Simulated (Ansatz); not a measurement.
`CC(F)CF`, charge 0, multiplicity 1.

Q: Give a relaxed structure at PBE0-D4/def2-TZVP (the Gaussian-basis code of Ansatz). (An estimate is asked.)

A: Ansatz gave: 
Z-matrix (Å, degrees):
```
C
C 1 1.508
H 1 1.092 2 110.7
H 1 1.090 2 109.8 3 -119.6
H 1 1.093 2 110.8 3 120.7
F 2 1.388 1 109.0 3 174.3
C 2 1.504 1 112.2 3 -65.4
H 2 1.096 1 111.2 3 57.1
F 7 1.377 2 110.8 1 171.7
H 7 1.095 2 109.9 1 52.1
H 7 1.095 2 110.0 1 -68.5
```
This is one stationary point; other conformers may exist.
